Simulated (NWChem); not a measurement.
The numbers come from NWChem runs, not from measurements. System: C$_{3}$H$_{9}$N, charge 1, spin multiplicity 2, at the geometry of a parent with another charge or spin, in a state set for the comparison that need not be this species' ground state. Its SCF solution wasn't tested for a lower state. Level: UHF/def2-TZVP.

Input file:

```
start mol
memory heap 200 mb stack 900 mb global 1100 mb
charge 1
geometry units angstroms nocenter noautoz
  C     -0.216410    -0.658654     1.197168
  N     -0.316982     0.132868     0.000000
  C     -0.216410    -0.658654    -1.197168
  C      0.585485     1.253328     0.000000
  H      0.776340    -1.152626     1.321189
  H     -0.982683    -1.449823     1.195753
  H     -0.386791    -0.029221     2.084818
  H      0.776340    -1.152626    -1.321189
  H     -0.386791    -0.029221    -2.084818
  H     -0.982683    -1.449823    -1.195753
  H      1.661211     0.957182     0.000000
  H      0.413971     1.879982    -0.889379
  H      0.413971     1.879982     0.889379
  symmetry group Cs
end
basis spherical
  * library def2-tzvp
end
scf
  uhf
  nopen 1
  maxiter 100
  thresh 1e-7
  semidirect memsize 60000000 filesize 0
  # guess.movecs holds the orbitals of an unrestricted PBE0 run
  vectors input guess.movecs output mol.movecs
end
task scf energy
```

NWChem printed:

```
             Northwest Computational Chemistry Package (NWChem) 7.3.0
             --------------------------------------------------------

                                NWChem Input Module
                                -------------------

 Scaling coordinates for geometry "geometry" by  1.889725989
 (inverse scale =  0.529177249)

 Turning off AUTOSYM since
 SYMMETRY directive was detected!

                             Geometry "geometry" -> ""
                             -------------------------

 Output coordinates in angstroms (scale by  1.889725989 to convert to a.u.)

  No.       Tag          Charge          X              Y              Z
 ---- ---------------- ---------- -------------- -------------- --------------
    1 C                    6.0000    -0.21641000    -0.65865400     1.19716800
    2 N                    7.0000    -0.31698200     0.13286800     0.00000000
    3 C                    6.0000    -0.21641000    -0.65865400    -1.19716800
    4 C                    6.0000     0.58548500     1.25332800     0.00000000
    5 H                    1.0000     0.77634000    -1.15262600     1.32118900
    6 H                    1.0000    -0.98268300    -1.44982300     1.19575300
    7 H                    1.0000    -0.38679100    -0.02922100     2.08481800
    8 H                    1.0000     0.77634000    -1.15262600    -1.32118900
    9 H                    1.0000    -0.38679100    -0.02922100    -2.08481800
   10 H                    1.0000    -0.98268300    -1.44982300    -1.19575300
   11 H                    1.0000     1.66121100     0.95718200     0.00000000
   12 H                    1.0000     0.41397100     1.87998200    -0.88937900
   13 H                    1.0000     0.41397100     1.87998200     0.88937900

 Effective nuclear repulsion energy (a.u.)     138.7672264636

            Nuclear Dipole moment (a.u.)
            ----------------------------
        X                 Y               Z
 ---------------- ---------------- ----------------
     0.0000018897     0.0000037795    -0.0000000000

      Symmetry information
      --------------------

 Group name             Cs
 Group number              2
 Group order               2
 No. of unique centers     8

      Symmetry unique atoms

     1    2    4    5    6    7   11   12


 Summary of "ao basis" -> "" (spherical)
 ------------------------------------------------------------------------------
       Tag                 Description            Shells   Functions and Types
 ---------------- ------------------------------  ------  ---------------------
 *                         def2-tzvp                  on all atoms

 Summary of "ao basis" -> "ao basis" (spherical)
 ------------------------------------------------------------------------------
       Tag                 Description            Shells   Functions and Types
 ---------------- ------------------------------  ------  ---------------------
 C                         def2-tzvp                11       31   5s3p2d1f
 N                         def2-tzvp                11       31   5s3p2d1f
 H                         def2-tzvp                 4        6   3s1p

                                 NWChem SCF Module
                                 -----------------

  ao basis        = "ao basis"
  functions       =   178
  atoms           =    13
  alpha electrons =    17
  beta  electrons =    16
  charge          =   1.00
  wavefunction    = UHF
  use symmetry    = T
  symmetry adapt  = T

 Summary of "ao basis" -> "ao basis" (spherical)
[...]
   Bfn.  Coefficient  Atom+Function         Bfn.  Coefficient  Atom+Function
  ----- ------------  ---------------      ----- ------------  ---------------
     5      2.314785   1 C  s                67      2.314785   3 C  s
    98      2.315081   4 C  s               127     -1.049950   5 H  s
   145     -1.049950   8 H  s               163     -1.050132  11 H  s
   133     -0.985874   6 H  s               139     -0.986065   7 H  s
   151     -0.986065   9 H  s               157     -0.985874  10 H  s

 Vector   19  Occ=0.000000D+00  E= 1.776891D-02  Symmetry=a"
              MO Center=  1.4D-02, -3.6D-01, -6.3D-14, r^2= 1.0D+01
   Bfn.  Coefficient  Atom+Function         Bfn.  Coefficient  Atom+Function
  ----- ------------  ---------------      ----- ------------  ---------------
     5      4.153856   1 C  s                67     -4.153856   3 C  s
   127     -1.713446   5 H  s               145      1.713446   8 H  s
   139     -1.575976   7 H  s               151      1.575976   9 H  s
   133     -1.073618   6 H  s               157      1.073618  10 H  s
    45     -0.562181   2 N  pz              169      0.502398  12 H  s

 center of mass
 --------------
 x =  -0.04138345 y =   0.01734888 z =  -0.00000000

 moments of inertia (a.u.)
 ------------------
         341.467465132340         -56.818420189842           0.000000000000
         -56.818420189842         229.828258196232           0.000000000000
           0.000000000000           0.000000000000         205.955714541780

  Mulliken analysis of the total density
  --------------------------------------

    Atom       Charge   Shell Charges
 -----------   ------   -------------------------------------------------------
    1 C    6     6.28   0.85  1.12  0.48  0.69  0.11  1.24  1.37  0.33  0.02  0.06  0.01
    2 N    7     6.89   0.82  1.16  0.52  0.91  0.01  1.44  1.66  0.27  0.01  0.08  0.00
    3 C    6     6.28   0.85  1.12  0.48  0.69  0.11  1.24  1.37  0.33  0.02  0.06  0.01
    4 C    6     6.28   0.85  1.12  0.48  0.69  0.11  1.24  1.37  0.33  0.02  0.06  0.01
    5 H    1     0.79   0.25  0.46  0.06  0.02
    6 H    1     0.81   0.26  0.47  0.06  0.02
    7 H    1     0.81   0.26  0.47  0.06  0.02
    8 H    1     0.79   0.25  0.46  0.06  0.02
    9 H    1     0.81   0.26  0.47  0.06  0.02
   10 H    1     0.81   0.26  0.47  0.06  0.02
   11 H    1     0.79   0.25  0.46  0.06  0.02
   12 H    1     0.81   0.26  0.47  0.06  0.02
   13 H    1     0.81   0.26  0.47  0.06  0.02

  Mulliken analysis of the alpha density
  --------------------------------------

    Atom       Charge   Shell Charges
 -----------   ------   -------------------------------------------------------
    1 C    6     3.10   0.43  0.56  0.24  0.34  0.05  0.61  0.66  0.16  0.01  0.03  0.00
    2 N    7     3.94   0.41  0.58  0.29  0.49  0.00  0.93  1.04  0.16  0.00  0.04  0.00
    3 C    6     3.10   0.43  0.56  0.24  0.34  0.05  0.61  0.66  0.16  0.01  0.03  0.00
    4 C    6     3.10   0.43  0.56  0.24  0.34  0.05  0.61  0.66  0.16  0.01  0.03  0.00
    5 H    1     0.43   0.13  0.25  0.04  0.01
    6 H    1     0.41   0.13  0.24  0.03  0.01
    7 H    1     0.41   0.13  0.24  0.03  0.01
    8 H    1     0.43   0.13  0.25  0.04  0.01
    9 H    1     0.41   0.13  0.24  0.03  0.01
   10 H    1     0.41   0.13  0.24  0.03  0.01
   11 H    1     0.43   0.13  0.25  0.04  0.01
   12 H    1     0.41   0.13  0.24  0.03  0.01
   13 H    1     0.41   0.13  0.24  0.03  0.01

   Mulliken analysis of the beta density
   -------------------------------------

    Atom       Charge   Shell Charges
 -----------   ------   -------------------------------------------------------
    1 C    6     3.19   0.43  0.56  0.24  0.35  0.05  0.63  0.71  0.17  0.01  0.02  0.00
    2 N    7     2.96   0.41  0.58  0.24  0.43  0.01  0.52  0.62  0.10  0.01  0.04  0.00
    3 C    6     3.19   0.43  0.56  0.24  0.35  0.05  0.63  0.71  0.17  0.01  0.02  0.00
    4 C    6     3.19   0.43  0.56  0.24  0.35  0.05  0.63  0.71  0.17  0.01  0.02  0.00
    5 H    1     0.36   0.12  0.21  0.02  0.01
    6 H    1     0.40   0.13  0.23  0.03  0.01
    7 H    1     0.40   0.13  0.23  0.03  0.01
    8 H    1     0.36   0.12  0.21  0.02  0.01
    9 H    1     0.40   0.13  0.23  0.03  0.01
   10 H    1     0.40   0.13  0.23  0.03  0.01
   11 H    1     0.36   0.12  0.21  0.02  0.01
   12 H    1     0.40   0.13  0.23  0.03  0.01
   13 H    1     0.40   0.13  0.23  0.03  0.01

   Mulliken analysis of the spin density
   -------------------------------------

    Atom       Charge   Shell Charges
 -----------   ------   -------------------------------------------------------
    1 C    6    -0.09  -0.00  0.00 -0.00 -0.01 -0.00 -0.03 -0.05 -0.01  0.00  0.01  0.00
    2 N    7     0.98   0.00 -0.00  0.05  0.06 -0.01  0.41  0.42  0.06 -0.00 -0.00 -0.00
    3 C    6    -0.09  -0.00  0.00 -0.00 -0.01 -0.00 -0.03 -0.05 -0.01  0.00  0.01  0.00
    4 C    6    -0.09  -0.00  0.00 -0.00 -0.01 -0.00 -0.03 -0.05 -0.01  0.00  0.01  0.00
    5 H    1     0.07   0.02  0.04  0.01 -0.00
    6 H    1     0.01   0.00  0.01  0.00 -0.00
    7 H    1     0.01   0.00  0.01  0.00 -0.00
    8 H    1     0.07   0.02  0.04  0.01 -0.00
    9 H    1     0.01   0.00  0.01  0.00 -0.00
   10 H    1     0.01   0.00  0.01  0.00 -0.00
   11 H    1     0.07   0.02  0.04  0.01 -0.00
   12 H    1     0.01   0.00  0.01  0.00 -0.00
   13 H    1     0.01   0.00  0.01  0.00 -0.00

       Multipole analysis of the density wrt the origin
       ------------------------------------------------

     L   x y z        total         alpha         beta         nuclear
     -   - - -        -----         -----         ----         -------
     0   0 0 0      1.000000    -17.000000    -16.000000     34.000000

     1   1 0 0      0.156813      0.332225     -0.175414      0.000002
     1   0 1 0     -0.065778     -0.139256      0.073475      0.000004
     1   0 0 1     -0.000000     -0.000000     -0.000000     -0.000000

     2   2 0 0    -16.442176    -27.201569    -24.452795     35.212189
     2   1 1 0      1.281030    -16.985700    -17.613391     35.880121
     2   1 0 1     -0.000000     -0.000000     -0.000000      0.000000
     2   0 2 0    -13.925148    -60.575587    -59.060569    105.711008
     2   0 1 1     -0.000000     -0.000000     -0.000000      0.000000
     2   0 0 2    -13.386035    -67.713331    -66.461055    120.788351

 Task  times  cpu:       36.6s     wall:       36.6s

 Total times  cpu:       36.6s     wall:       36.6s
```
